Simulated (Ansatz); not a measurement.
# AlH3O (triplet): the correlation ladder at distance Al1–H4 along a hydrogen transfer = 1.697 Å, cc-pVDZ

How much of the correlation energy of AlH3O (triplet) does each wave-function method recover here?

Method: cc-pVDZ, core rule «outside noble gas», up to 6 orbitals frozen; program: Ansatz 0.2.0, Gaussian basis.

Plan: UHF; CCSD(T) on ROHF; CCSD(T) on UHF; BCCD(T) on ROHF; CISD; CCSDT(Q) on ROHF; CCSDT(Q) on UHF; CASSCF and MRCISD+Q, 4 electrons in 4 orbitals; CASSCF and NEVPT2, 4 electrons in 4 orbitals.

13 further runs of the same task are left out: 9 for a known fault of the program, 1 for a mislabelled method, 3 that didn't finish.

### 1 The system

The geometry derives from fragments relaxed apart (PBE0/def2-TZVP) and kept rigid, so it is no stationary point. A hydrogen atom is moved between rigid fragments.

5 atoms, charge 0, spin multiplicity 3.

Atoms are counted from 1 here; the program's logs count them from 0.

Bond lengths: Al1–H2 1.586 Å, Al1–H3 1.586 Å, Al1–H4 1.697 Å, H4–O5 1.268 Å. Angles: H2–Al1–H3 120.0°, H2–Al1–H4 120.0°, H3–Al1–H4 120.0°, Al1–H4–O5 180.0°.

### 2 UHF

The input, in.yaml:

```yaml
crystal:
  periodic: [false, false, false]
  atoms:
    - {symbol: Al, position_ang: [-1.033594, 0.000000, 0.000000]}
    - {symbol: H, position_ang: [-1.826518, 1.373384, 0.000000]}
    - {symbol: H, position_ang: [-1.826518, -1.373384, 0.000000]}
    - {symbol: H, position_ang: [0.663406, 0.000000, 0.000000]}
    - {symbol: O, position_ang: [1.931406, 0.000000, 0.000000]}
basis:
  gaussian: {orbitals: cc-pVDZ}
magnetization: {spin_polarized: true, initial_magnetization: 2}
hamiltonian: {xc: hf}
output: {orbitals: {seedname: orbitals}}
```

Launch:

```bash
$ ansatz run in.yaml --threads 1 --pin off --events-out ev --progress --plain --max-ram 2393MiB
```

After this run come: CCSD(T) on ROHF; CCSD(T) on UHF; BCCD(T) on ROHF; CISD; CCSDT(Q) on ROHF; CCSDT(Q) on UHF; CASSCF and MRCISD+Q, 4 electrons in 4 orbitals; CASSCF and NEVPT2, 4 electrons in 4 orbitals.

Before running them: what should the planned runs give, taken together? Wanted: UCCSDT(Q) below the RHF energy; RMP2 from UCCSDT(Q); UMP2 from UCCSDT(Q); RCCSD from UCCSDT(Q); RCCSD(T) from UCCSDT(Q); UCCSD(T) from UCCSDT(Q); RCCSDT(Q) from UCCSDT(Q); NEVPT2 pair from UCCSDT(Q); MRCISD+Q pair from UCCSDT(Q).

As calculated:

| quantity | value |
| --- | --- |
| UCCSDT(Q) below the RHF energy | -7.1880 eV |
| RMP2 from UCCSDT(Q) | +1154.1 meV |
| UMP2 from UCCSDT(Q) | +1223.8 meV |
| RCCSD from UCCSDT(Q) | +149.6 meV |
| RCCSD(T) from UCCSDT(Q) | +36.5 meV |
| UCCSD(T) from UCCSDT(Q) | +35.3 meV |
| RCCSDT(Q) from UCCSDT(Q) | +1.0 meV |
| NEVPT2 pair from UCCSDT(Q) | +1081.8 meV |
| MRCISD+Q pair from UCCSDT(Q) | +64.5 meV |
| levels within 1 kcal/mol (43 meV) | RCCSD(T), UCCSD(T), BCCD(T), RCCSDT, UCCSDT, RCCSDT(Q) |
| T1 diagnostic | 0.032 |

What this shows: RCCSD(T) lands +36.5 meV from the yardstick (0.5 % of the correlation energy). Of the multireference levels listed MRCISD+Q pair comes nearest in total energy (+64.5 meV), which doesn't show that its space is the better one. These misses are within one basis, not against nature; the frozen cores of restricted and unrestricted runs differ, which can shift their rows.
